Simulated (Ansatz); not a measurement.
Input for Ansatz (development build ahead of 0.2.0):

```yaml
crystal:
  periodic: [false, false, false]
  atoms:
    - { symbol: O, position_ang: [-0.26656, 0.87399, -1.37362] }
    - { symbol: C, position_ang: [-0.10228, 0.32158, -0.51679] }
    - { symbol: S, position_ang: [0.16411, -0.57403, 0.87203] }
basis:
  gaussian: { orbitals: def2-SVP }
total_charge: 1
magnetization:
  spin_polarized: true
  initial_magnetization: 1
hamiltonian:
  xc: hf
output:
  forces: true
```

The input is written out in the form of the current development build from the run's settings.

The run gave:

- Converged: yes
- Total energy: -509.68162 hartree
- Spin squared of the determinant: 0.766
- Stability test: minimum

Forces (eV/Å):
```
atom      Fx      Fy       Fz
  O1  -2.022   6.798  -10.544
  C2   1.950  -6.555   10.167
  S3   0.072  -0.243    0.377
```
